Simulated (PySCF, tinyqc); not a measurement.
Worked calculation (part 1 of 2): RHF in the sto-3g basis, for HF, spin multiplicity 1. The lowest restricted solution is unstable here: a spin-polarised one lies 0.0024 hartree lower (PySCF). Computed by tinyqc, a small Python program that keeps every step (integrals from PySCF). Settings: charge = 0, multiplicity = 1, basis = sto-3g, energy threshold = 1e-10, iteration cap = 82, orthogonalisation = symmetric, start = atomic densities, DIIS depth = 3, damping = 0.3, shift = 1.0, method = RHF. Command: `OMP_NUM_THREADS=1 python tinyqc.py 27690 27691 out.jsonl` (the two numbers bound the seeds that draw the settings). One thread of a shared host (Intel(R) Xeon(R) Processor @ 2.60GHz), about 0.1 s of CPU time with the checks. Later iterations appear only in the table of the cycle.

## One-electron integrals

Geometry (angstrom):
```
atom,x,y,z
F,0.000000,0.000000,0.000000
H,0.000000,0.000000,1.249000
```

Basis sto-3g: exponents (1/bohr^2) and contraction coefficients of normalised primitives:
```
element,l (shell),exponent,coefficient
F,s (1),166.679130,0.154329
F,s (1),30.360812,0.535328
F,s (1),8.216821,0.444635
F,s (2),6.464803,-0.099967
F,s (2),1.502281,0.399513
F,s (2),0.488588,0.700115
F,p (3),6.464803,0.155916
F,p (3),1.502281,0.607684
F,p (3),0.488588,0.391957
H,s (1),3.425251,0.154329
H,s (1),0.623914,0.535328
H,s (1),0.168855,0.444635
```

Overlap, kinetic and nuclear-attraction integrals over the contracted functions; the nuclear repulsion is the sum of Za Zb / Rab.

nuclear repulsion = 3.81312642 hartree

overlap S, lower triangle:
```
,1F 1s,1F 2s,1F 2px,1F 2py,1F 2pz,2H 1s
1F 1s,1.000000
1F 2s,0.237990,1.000000
1F 2px,0.000000,0.000000,1.000000
1F 2py,0.000000,0.000000,0.000000,1.000000
1F 2pz,0.000000,0.000000,0.000000,0.000000,1.000000
2H 1s,0.022453,0.259972,0.000000,0.000000,0.229049,1.000000
```

kinetic energy T (hartree), lower triangle:
```
,1F 1s,1F 2s,1F 2px,1F 2py,1F 2pz,2H 1s
1F 1s,36.984577
1F 2s,-0.212858,1.037995
1F 2px,0.000000,0.000000,3.248015
1F 2py,0.000000,0.000000,0.000000,3.248015
1F 2pz,0.000000,0.000000,0.000000,0.000000,3.248015
2H 1s,-0.007164,0.013601,0.000000,0.000000,0.082723,0.760032
```

nuclear attraction V (hartree), lower triangle:
```
,1F 1s,1F 2s,1F 2px,1F 2py,1F 2pz,2H 1s
1F 1s,-77.433260
1F 2s,-9.277640,-11.964675
1F 2px,0.000000,0.000000,-11.854905
1F 2py,0.000000,0.000000,0.000000,-11.854905
1F 2pz,-0.008116,-0.101116,0.000000,0.000000,-11.906707
2H 1s,-0.896143,-2.205040,0.000000,0.000000,-1.663832,-4.996042
```

core Hamiltonian H = T + V (hartree), lower triangle:
```
,1F 1s,1F 2s,1F 2px,1F 2py,1F 2pz,2H 1s
1F 1s,-40.448684
1F 2s,-9.490498,-10.926680
1F 2px,0.000000,0.000000,-8.606891
1F 2py,0.000000,0.000000,0.000000,-8.606891
1F 2pz,-0.008116,-0.101116,0.000000,0.000000,-8.658692
2H 1s,-0.903307,-2.191439,0.000000,0.000000,-1.581109,-4.236010
```

## Two-electron integrals

Functions are numbered as in S; the eight-fold symmetry (ij|kl) = (ji|kl) = (kl|ij) leaves the list below.

Two-electron integrals (ij|kl) in chemists' order, unique and non-zero (hartree):
```
i,j,k,l,(ij|kl)
1,1,1,1,5.403501
2,1,1,1,0.841920
2,1,2,1,0.156299
2,2,1,1,1.268028
2,2,2,1,0.292344
2,2,2,2,0.926167
3,1,3,1,0.027998
3,2,3,1,0.043169
3,2,3,2,0.204588
3,3,1,1,1.264502
3,3,2,1,0.292403
3,3,2,2,0.925959
3,3,3,3,0.997514
4,1,4,1,0.027998
4,2,4,1,0.043169
4,2,4,2,0.204588
4,3,4,3,0.053770
4,4,1,1,1.264502
4,4,2,1,0.292403
4,4,2,2,0.925959
4,4,3,3,0.889973
4,4,4,4,0.997514
5,1,5,1,0.027998
5,2,5,1,0.043169
5,2,5,2,0.204588
5,3,5,3,0.053770
5,4,5,4,0.053770
5,5,1,1,1.264502
5,5,2,1,0.292403
5,5,2,2,0.925959
5,5,3,3,0.889973
5,5,4,4,0.889973
5,5,5,5,0.997514
6,1,1,1,0.080357
6,1,2,1,0.014805
6,1,2,2,0.027559
6,1,3,3,0.027518
6,1,4,4,0.027518
6,1,5,1,0.000584
6,1,5,2,0.001105
6,1,5,5,0.027646
6,1,6,1,0.001416
6,2,1,1,0.224407
6,2,2,1,0.052522
6,2,2,2,0.188240
6,2,3,3,0.185402
6,2,4,4,0.185402
6,2,5,1,0.003547
6,2,5,2,0.028936
6,2,5,5,0.193727
6,2,6,1,0.005053
6,2,6,2,0.049028
6,3,3,1,0.005241
6,3,3,2,0.032042
6,3,5,3,0.005926
6,3,6,3,0.006949
6,4,4,1,0.005241
6,4,4,2,0.032042
6,4,5,4,0.005926
6,4,6,4,0.006949
6,5,1,1,0.161448
6,5,2,1,0.038244
6,5,2,2,0.146826
6,5,3,3,0.140774
6,5,4,4,0.140774
6,5,5,1,0.007479
6,5,5,2,0.053153
6,5,5,5,0.158761
6,5,6,1,0.003814
6,5,6,2,0.047071
6,5,6,5,0.051887
6,6,1,1,0.418682
6,6,2,1,0.099555
6,6,2,2,0.412623
6,6,3,3,0.400178
6,6,4,4,0.400178
6,6,5,1,0.007506
6,6,5,2,0.087834
6,6,5,5,0.437163
6,6,6,1,0.009611
6,6,6,2,0.145023
6,6,6,5,0.162756
6,6,6,6,0.774606
```

## Orthogonalisation

S = U s U^T; symmetric (Loewdin) form X = U s^(-1/2) U^T, so that X^T S X = 1.

eigenvalues of S: 0.612382  0.852511  1.000000  1.000000  1.127526  1.407581

X, lower triangle:
```
,1F 1s,1F 2s,1F 2px,1F 2py,1F 2pz,2H 1s
1F 1s,1.022614
1F 2s,-0.126821,1.051456
1F 2px,0.000000,0.000000,1.000000
1F 2py,0.000000,0.000000,0.000000,1.000000
1F 2pz,-0.002921,0.025159,0.000000,0.000000,1.021609
2H 1s,0.013973,-0.143918,0.000000,0.000000,-0.124126,1.049878
```

## Starting guess

The start is atomic minimal-basis densities projected into this basis (PySCF's MINAO start) and scaled to the electron count of each spin; this density is not idempotent, so its energy is not variational and may lie below the converged one.

D at the start, lower triangle:
```
,1F 1s,1F 2s,1F 2px,1F 2py,1F 2pz,2H 1s
1F 1s,2.157149
1F 2s,-0.508104,2.137687
1F 2px,0.000000,0.000000,1.636739
1F 2py,0.000000,0.000000,0.000000,1.636739
1F 2pz,0.010200,-0.054479,0.000000,0.000000,1.555733
2H 1s,-0.014869,0.057046,0.000000,0.000000,0.172349,1.009854
```

## Iteration 1: building the Fock matrix

J_ij = sum D_kl (ij|kl), K_ij = sum D_kl (ik|jl); F = H + J - 0.5 K; E = tr D H + tr D J / 2 - 0.25 tr D K + E_nn.

Coulomb J (hartree), lower triangle:
```
,1F 1s,1F 2s,1F 2px,1F 2py,1F 2pz,2H 1s
1F 1s,20.119462
1F 2s,3.813601,9.377708
1F 2px,0.000000,0.000000,9.356852
1F 2py,0.000000,0.000000,0.000000,9.356852
1F 2pz,0.006412,0.088879,0.000000,0.000000,9.392636
2H 1s,0.361746,1.906445,0.000000,0.000000,1.512944,4.519317
```

exchange K (hartree), lower triangle:
```
,1F 1s,1F 2s,1F 2px,1F 2py,1F 2pz,2H 1s
1F 1s,11.270848
1F 2s,1.932767,3.087331
1F 2px,0.000000,0.000000,2.270760
1F 2py,0.000000,0.000000,0.000000,2.270760
1F 2pz,0.004643,0.041322,0.000000,0.000000,2.294716
2H 1s,0.203619,0.766533,0.000000,0.000000,0.570221,1.055745
```

Fock matrix F (hartree), lower triangle:
```
,1F 1s,1F 2s,1F 2px,1F 2py,1F 2pz,2H 1s
1F 1s,-25.964646
1F 2s,-6.643281,-3.092638
1F 2px,0.000000,0.000000,-0.385418
1F 2py,0.000000,0.000000,0.000000,-0.385418
1F 2pz,-0.004025,-0.032897,0.000000,0.000000,-0.413414
2H 1s,-0.643370,-0.668261,0.000000,0.000000,-0.353276,-0.244565
```

total energy of this density = -99.10908934 hartree

This density is the starting one; it is not idempotent, so its energy is not variational and may lie below the converged one.

## Iteration 1: diagonalisation and new density

A level shift of 1 hartree raises the virtual space: F + shift (S - S D(s) S), with D(s) the density of one spin (D/2). Diagonalise F' = X^T F X, C = X C', fill 5 alpha and 5 beta electrons from the bottom; D = 2 C_occ C_occ^T; the new density keeps 0.3 of the old one (damping). Each column has its largest component positive (the first on a tie).

F' = X^T F X (hartree), lower triangle:
```
,1,2,3,4,5,6
1,-25.512722
2,-3.399083,-1.897137
3,0.000000,0.000000,-0.203788
4,0.000000,0.000000,0.000000,-0.203788
5,-0.021732,0.050511,0.000000,0.000000,-0.139287
6,-0.025674,-0.567179,0.000000,0.000000,-0.543247,0.411065
```

orbital energies (hartree): MO1 -25.992654, MO2 -1.581458, MO3 -0.422622, MO4 -0.203788, MO5 -0.203788, MO6 0.858654

coefficients C:
```
,MO1,MO2,MO3,MO4,MO5,MO6
1F 1s,0.994895,-0.253821,0.054658,0.000000,0.000000,0.069273
1F 2s,0.020834,0.971713,-0.251571,0.000000,0.000000,-0.367479
1F 2px,0.000000,0.000000,0.000000,0.004531,0.999990,0.000000
1F 2py,0.000000,0.000000,0.000000,0.999990,-0.004531,0.000000
1F 2pz,0.000787,0.063184,0.836298,0.000000,0.000000,-0.596947
2H 1s,-0.002183,0.154634,0.379672,0.000000,0.000000,0.985135
```

D after iteration 1, lower triangle:
```
,1F 1s,1F 2s,1F 2px,1F 2py,1F 2pz,2H 1s
1F 1s,2.127265
1F 2s,-0.487960,2.052435
1F 2px,0.000000,0.000000,1.891022
1F 2py,0.000000,0.000000,0.000000,1.891022
1F 2pz,0.045698,-0.224908,0.000000,0.000000,1.451462
2H 1s,-0.033398,0.093694,0.000000,0.000000,0.509907,0.538250
```

Within a degenerate level the vectors are fixed only up to a rotation; this is one choice.

## Iteration 2: building the Fock matrix

As before.

Coulomb J (hartree), lower triangle:
```
,1F 1s,1F 2s,1F 2px,1F 2py,1F 2pz,2H 1s
1F 1s,20.320045
1F 2s,3.870202,9.564299
1F 2px,0.000000,0.000000,9.557943
1F 2py,0.000000,0.000000,0.000000,9.557943
1F 2pz,-0.004566,0.018750,0.000000,0.000000,9.550474
2H 1s,0.366729,1.917075,0.000000,0.000000,1.496177,4.359012
```

exchange K (hartree), lower triangle:
```
,1F 1s,1F 2s,1F 2px,1F 2py,1F 2pz,2H 1s
1F 1s,11.139117
1F 2s,1.926518,3.106457
1F 2px,0.000000,0.000000,2.518815
1F 2py,0.000000,0.000000,0.000000,2.518815
1F 2pz,0.001830,-0.072640,0.000000,0.000000,2.287841
2H 1s,0.197412,0.725976,0.000000,0.000000,0.606522,0.788921
```

Fock matrix F (hartree), lower triangle:
```
,1F 1s,1F 2s,1F 2px,1F 2py,1F 2pz,2H 1s
1F 1s,-25.698197
1F 2s,-6.583555,-2.915609
1F 2px,0.000000,0.000000,-0.308355
1F 2py,0.000000,0.000000,0.000000,-0.308355
1F 2pz,-0.013597,-0.046046,0.000000,0.000000,-0.252138
2H 1s,-0.635284,-0.637352,0.000000,0.000000,-0.388194,-0.271459
```

total energy of this density = -98.62912748 hartree

This density is a damped mixture and is not idempotent, and it still holds part of the atomic start, so its energy may lie below the converged one.

## Iteration 2: DIIS over 2 matrices

error matrix X^T (FDS - SDF) X:
```
,1,2,3,4,5,6
1,0.000000,-0.020955,0.000000,0.000000,-0.011530,-0.243904
2,0.020955,0.000000,0.000000,0.000000,0.073848,-0.139895
3,0.000000,0.000000,0.000000,0.000000,0.000000,0.000000
4,0.000000,0.000000,0.000000,0.000000,0.000000,0.000000
5,0.011530,-0.073848,0.000000,0.000000,0.000000,0.202971
6,0.243904,0.139895,0.000000,0.000000,-0.202971,0.000000
```

B (overlaps of the stored error matrices):
```
,1,2
1,1.4361237e+00,4.8738825e-01
2,4.8738825e-01,2.5256425e-01
```

Minimise |sum c_i e_i|^2 with sum c_i = 1: solve [B -1; -1 0][c; lambda] = [0; -1] with B_ij = tr e_i^T e_j, and take F = sum c_i F_i.

DIIS coefficients: -0.328926  1.328926

extrapolated F (hartree), lower triangle:
```
,1F 1s,1F 2s,1F 2px,1F 2py,1F 2pz,2H 1s
1F 1s,-25.610555
1F 2s,-6.563910,-2.857380
1F 2px,0.000000,0.000000,-0.283007
1F 2py,0.000000,0.000000,0.000000,-0.283007
1F 2pz,-0.016746,-0.050370,0.000000,0.000000,-0.199091
2H 1s,-0.632624,-0.627185,0.000000,0.000000,-0.399679,-0.280305
```

## Iteration 2: diagonalisation and new density

As before.

F' = X^T F X (hartree), lower triangle:
```
,1,2,3,4,5,6
1,-25.146032
2,-3.392316,-1.627844
3,0.000000,0.000000,-0.228518
4,0.000000,0.000000,0.000000,-0.228518
5,-0.041379,0.105820,0.000000,0.000000,0.109004
6,-0.014968,-0.524049,0.000000,0.000000,-0.736225,0.568169
```

orbital energies (hartree): MO1 -25.625898, MO2 -1.299074, MO3 -0.381298, MO4 -0.228518, MO5 -0.228518, MO6 1.209567

coefficients C:
```
,MO1,MO2,MO3,MO4,MO5,MO6
1F 1s,0.994817,-0.253140,0.063533,0.000000,0.000000,0.065198
1F 2s,0.021208,0.967859,-0.295383,0.000000,0.000000,-0.344294
1F 2px,0.000000,0.000000,0.000000,0.997891,0.064910,0.000000
1F 2py,0.000000,0.000000,0.000000,-0.064910,0.997891,0.000000
1F 2pz,0.001346,0.068566,0.773791,0.000000,0.000000,-0.675483
2H 1s,-0.002888,0.162084,0.471949,0.000000,0.000000,0.943156
```

D after iteration 2, lower triangle:
```
,1F 1s,1F 2s,1F 2px,1F 2py,1F 2pz,2H 1s
1F 1s,2.119067
1F 2s,-0.486129,2.049962
1F 2px,0.000000,0.000000,1.967307
1F 2py,0.000000,0.000000,0.000000,1.967307
1F 2pz,0.060111,-0.294516,0.000000,0.000000,1.280277
2H 1s,-0.029506,0.052479,0.000000,0.000000,0.679791,0.510096
```

Within a degenerate level the vectors are fixed only up to a rotation; this is one choice.

## Iteration 3: building the Fock matrix

As before.

Coulomb J (hartree), lower triangle:
```
,1F 1s,1F 2s,1F 2px,1F 2py,1F 2pz,2H 1s
1F 1s,20.277349
1F 2s,3.863683,9.558415
1F 2px,0.000000,0.000000,9.559490
1F 2py,0.000000,0.000000,0.000000,9.559490
1F 2pz,-0.007727,0.004723,0.000000,0.000000,9.529793
2H 1s,0.366005,1.914068,0.000000,0.000000,1.490943,4.350742
```

exchange K (hartree), lower triangle:
```
,1F 1s,1F 2s,1F 2px,1F 2py,1F 2pz,2H 1s
1F 1s,11.096557
1F 2s,1.918976,3.093491
1F 2px,0.000000,0.000000,2.588448
1F 2py,0.000000,0.000000,0.000000,2.588448
1F 2pz,0.001969,-0.112965,0.000000,0.000000,2.172867
2H 1s,0.194983,0.709873,0.000000,0.000000,0.636486,0.796153
```

Fock matrix F (hartree), lower triangle:
```
,1F 1s,1F 2s,1F 2px,1F 2py,1F 2pz,2H 1s
1F 1s,-25.719613
1F 2s,-6.586303,-2.915010
1F 2px,0.000000,0.000000,-0.341625
1F 2py,0.000000,0.000000,0.000000,-0.341625
1F 2pz,-0.016828,-0.039911,0.000000,0.000000,-0.215333
2H 1s,-0.634793,-0.632307,0.000000,0.000000,-0.408409,-0.283344
```

total energy of this density = -98.51942498 hartree

This density is a damped mixture and is not idempotent, and it still holds part of the atomic start, so its energy may lie below the converged one.

## Iteration 3: DIIS over 3 matrices

error matrix X^T (FDS - SDF) X:
```
,1,2,3,4,5,6
1,0.000000,-0.005378,0.000000,0.000000,-0.008090,-0.072759
2,0.005378,0.000000,0.000000,0.000000,0.077247,-0.073139
3,0.000000,0.000000,0.000000,0.000000,0.000000,0.000000
4,0.000000,0.000000,0.000000,0.000000,0.000000,0.000000
5,0.008090,-0.077247,0.000000,0.000000,0.000000,0.193692
6,0.072759,0.073139,0.000000,0.000000,-0.193692,0.000000
```

B (overlaps of the stored error matrices), lower triangle:
```
,1,2,3
1,1.4361237e+00
2,4.8738825e-01,2.5256425e-01
3,1.7803841e-01,1.4640435e-01,1.0844242e-01
```

As before.

DIIS coefficients: 0.750708  -3.544020  3.793312

extrapolated F (hartree), lower triangle:
```
,1F 1s,1F 2s,1F 2px,1F 2py,1F 2pz,2H 1s
1F 1s,-25.979459
1F 2s,-6.638814,-3.046235
1F 2px,0.000000,0.000000,-0.492410
1F 2py,0.000000,0.000000,0.000000,-0.492410
1F 2pz,-0.018664,-0.012904,0.000000,0.000000,-0.233594
2H 1s,-0.639494,-0.641421,0.000000,0.000000,-0.438664,-0.296353
```

## Iteration 3: diagonalisation and new density

As before.

F' = X^T F X (hartree), lower triangle:
```
,1,2,3,4,5,6
1,-25.511684
2,-3.400856,-1.810361
3,0.000000,0.000000,-0.476063
4,0.000000,0.000000,0.000000,-0.476063
5,-0.051420,0.172071,0.000000,0.000000,0.148950
6,-0.017088,-0.491436,0.000000,0.000000,-0.845797,0.563659
```

orbital energies (hartree): MO1 -25.990321, MO2 -1.449069, MO3 -0.488577, MO4 -0.476063, MO5 -0.476063, MO6 1.318531

coefficients C:
```
,MO1,MO2,MO3,MO4,MO5,MO6
1F 1s,0.995005,-0.257538,0.045658,0.000000,0.000000,0.059849
1F 2s,0.020480,0.992892,-0.231178,0.000000,0.000000,-0.321391
1F 2px,0.000000,0.000000,0.000000,0.017070,0.999854,0.000000
1F 2py,0.000000,0.000000,0.000000,0.999854,-0.017070,0.000000
1F 2pz,0.001370,0.015190,0.746342,0.000000,0.000000,-0.708854
2H 1s,-0.002943,0.111282,0.524510,0.000000,0.000000,0.922527
```

D after iteration 3, lower triangle:
```
,1F 1s,1F 2s,1F 2px,1F 2py,1F 2pz,2H 1s
1F 1s,2.117544
1F 2s,-0.490077,2.070565
1F 2px,0.000000,0.000000,1.990192
1F 2py,0.000000,0.000000,0.000000,1.990192
1F 2pz,0.062172,-0.308755,0.000000,0.000000,1.164246
2H 1s,-0.019546,0.000589,0.000000,0.000000,0.754348,0.555533
```

Within a degenerate level the vectors are fixed only up to a rotation; this is one choice.

## Iteration 4: building the Fock matrix

As before.

Coulomb J (hartree), lower triangle:
```
,1F 1s,1F 2s,1F 2px,1F 2py,1F 2pz,2H 1s
1F 1s,20.221163
1F 2s,3.851716,9.529855
1F 2px,0.000000,0.000000,9.534746
1F 2py,0.000000,0.000000,0.000000,9.534746
1F 2pz,-0.007741,0.008011,0.000000,0.000000,9.493611
2H 1s,0.364865,1.911009,0.000000,0.000000,1.490283,4.367548
```

exchange K (hartree), lower triangle:
```
,1F 1s,1F 2s,1F 2px,1F 2py,1F 2pz,2H 1s
1F 1s,11.083148
1F 2s,1.913864,3.083706
1F 2px,0.000000,0.000000,2.608078
1F 2py,0.000000,0.000000,0.000000,2.608078
1F 2pz,0.002219,-0.116529,0.000000,0.000000,2.084081
2H 1s,0.194146,0.700025,0.000000,0.000000,0.652440,0.834700
```

Fock matrix F (hartree), lower triangle:
```
,1F 1s,1F 2s,1F 2px,1F 2py,1F 2pz,2H 1s
1F 1s,-25.769095
1F 2s,-6.595714,-2.938677
1F 2px,0.000000,0.000000,-0.376184
1F 2py,0.000000,0.000000,0.000000,-0.376184
1F 2pz,-0.016967,-0.034841,0.000000,0.000000,-0.207122
2H 1s,-0.635514,-0.630442,0.000000,0.000000,-0.417046,-0.285812
```

total energy of this density = -98.50100001 hartree

This density is a damped mixture and is not idempotent, and it still holds part of the atomic start, so its energy may lie below the converged one.

## Iteration 4: DIIS over 3 matrices

error matrix X^T (FDS - SDF) X:
```
,1,2,3,4,5,6
1,0.000000,-0.001120,0.000000,0.000000,-0.005170,-0.021791
2,0.001120,0.000000,0.000000,0.000000,0.057178,-0.039060
3,0.000000,0.000000,0.000000,0.000000,0.000000,0.000000
4,0.000000,0.000000,0.000000,0.000000,0.000000,0.000000
5,0.005170,-0.057178,0.000000,0.000000,0.000000,0.150478
6,0.021791,0.039060,0.000000,0.000000,-0.150478,0.000000
```

B (overlaps of the stored error matrices), lower triangle:
```
,1,2,3
1,2.5256425e-01
2,1.4640435e-01,1.0844242e-01
3,9.1255018e-02,7.6106938e-02,5.5883256e-02
```

As before.

DIIS coefficients: 0.909605  -4.292693  4.383088

extrapolated F (hartree), lower triangle:
```
,1F 1s,1F 2s,1F 2px,1F 2py,1F 2pz,2H 1s
1F 1s,-25.917016
1F 2s,-6.625053,-3.019290
1F 2px,0.000000,0.000000,-0.462837
1F 2py,0.000000,0.000000,0.000000,-0.462837
1F 2pz,-0.014500,-0.023269,0.000000,0.000000,-0.212821
2H 1s,-0.638400,-0.628721,0.000000,0.000000,-0.427878,-0.283352
```

## Iteration 4: diagonalisation and new density

As before.

F' = X^T F X (hartree), lower triangle:
```
,1,2,3,4,5,6
1,-25.448506
2,-3.396457,-1.790732
3,0.000000,0.000000,-0.457933
4,0.000000,0.000000,0.000000,-0.457933
5,-0.046001,0.162619,0.000000,0.000000,0.215619
6,-0.020648,-0.459951,0.000000,0.000000,-0.868019,0.548824
```

orbital energies (hartree): MO1 -25.926761, MO2 -1.417747, MO3 -0.474964, MO4 -0.457933, MO5 -0.457933, MO6 1.344678

coefficients C:
```
,MO1,MO2,MO3,MO4,MO5,MO6
1F 1s,0.994987,-0.258134,0.047286,0.000000,0.000000,0.056208
1F 2s,0.020553,0.995797,-0.239409,0.000000,0.000000,-0.306005
1F 2px,0.000000,0.000000,0.000000,0.999939,0.011090,0.000000
1F 2py,0.000000,0.000000,0.000000,-0.011090,0.999939,0.000000
1F 2pz,0.001218,0.021100,0.726137,0.000000,0.000000,-0.729391
2H 1s,-0.002961,0.102890,0.550308,0.000000,0.000000,0.908364
```

D after iteration 4, lower triangle:
```
,1F 1s,1F 2s,1F 2px,1F 2py,1F 2pz,2H 1s
1F 1s,2.117679
1F 2s,-0.494111,2.090260
1F 2px,0.000000,0.000000,1.997058
1F 2py,0.000000,0.000000,0.000000,1.997058
1F 2pz,0.060793,-0.306556,0.000000,0.000000,1.088084
2H 1s,-0.010741,-0.040916,0.000000,0.000000,0.788777,0.605467
```

Within a degenerate level the vectors are fixed only up to a rotation; this is one choice.

## Iteration 33 (converged): orbitals

converged F (hartree), lower triangle:
```
,1F 1s,1F 2s,1F 2px,1F 2py,1F 2pz,2H 1s
1F 1s,-25.917615
1F 2s,-6.625516,-3.016732
1F 2px,0.000000,0.000000,-0.463436
1F 2py,0.000000,0.000000,0.000000,-0.463436
1F 2pz,-0.015015,-0.022529,0.000000,0.000000,-0.214488
2H 1s,-0.638286,-0.631527,0.000000,0.000000,-0.424377,-0.284876
```

Diagonalise F' = X^T F X, C = X C', fill 5 alpha and 5 beta electrons from the bottom; D = 2 C_occ C_occ^T. Each column has its largest component positive (the first on a tie).

F' = X^T F X (hartree), lower triangle:
```
,1,2,3,4,5,6
1,-25.449058
2,-3.392777,-1.821276
3,0.000000,0.000000,-0.463436
4,0.000000,0.000000,0.000000,-0.463436
5,-0.032829,0.057329,0.000000,0.000000,-0.119362
6,-0.039283,-0.312090,0.000000,0.000000,-0.412256,-0.076234
```

orbital energies (hartree): MO1 -25.926873, MO2 -1.413534, MO3 -0.481885, MO4 -0.463436, MO5 -0.463436, MO6 0.356363

coefficients C:
```
,MO1,MO2,MO3,MO4,MO5,MO6
1F 1s,0.994984,-0.258549,0.049658,0.000000,0.000000,0.052160
1F 2s,0.020566,0.997999,-0.253339,0.000000,0.000000,-0.287026
1F 2px,0.000000,0.000000,0.000000,-0.049387,0.998780,0.000000
1F 2py,0.000000,0.000000,0.000000,0.998780,0.049387,0.000000
1F 2pz,0.001240,0.023622,0.685259,0.000000,0.000000,-0.767850
2H 1s,-0.002988,0.096640,0.599354,0.000000,0.000000,0.877488
```

D after iteration 33, lower triangle:
```
,1F 1s,1F 2s,1F 2px,1F 2py,1F 2pz,2H 1s
1F 1s,2.118614
1F 2s,-0.500297,2.121211
1F 2px,0.000000,0.000000,2.000000
1F 2py,0.000000,0.000000,0.000000,2.000000
1F 2pz,0.058309,-0.300004,0.000000,0.000000,0.940280
2H 1s,0.003607,-0.110908,0.000000,0.000000,0.825985,0.737148
```

Within a degenerate level the vectors are fixed only up to a rotation; this is one choice.
